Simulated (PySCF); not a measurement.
Oxygen: a sound run and one with changed settings

Sound run: O [He] 2s2 2p4, O⁺ [He] 2s2 2p3. Computed with PySCF 2.14 in cc-pVDZ-DK, with scalar relativity by spin-free X2C-1e. In the sound run the correlated levels freeze 1s2. The sound run starts from symmetry-adapted Hartree-Fock orbitals and uses a fine grid where one is needed.

Changed run: initial guess 1e, at most 50 SCF cycles.

```tsv
species	method	sound run (hartree)	changed run (hartree)	converged
O	UHF	-74.84416	-74.84416	yes
O	PBE	-75.03466	-75.03466	yes
O	CCSD(T)	-74.96201	-74.96201	yes
O⁺	BP86	-74.59792	-74.59792	yes
O⁺	MP2	-74.47476	-74.47476	yes
```

Here the plain start reaches the same solutions.
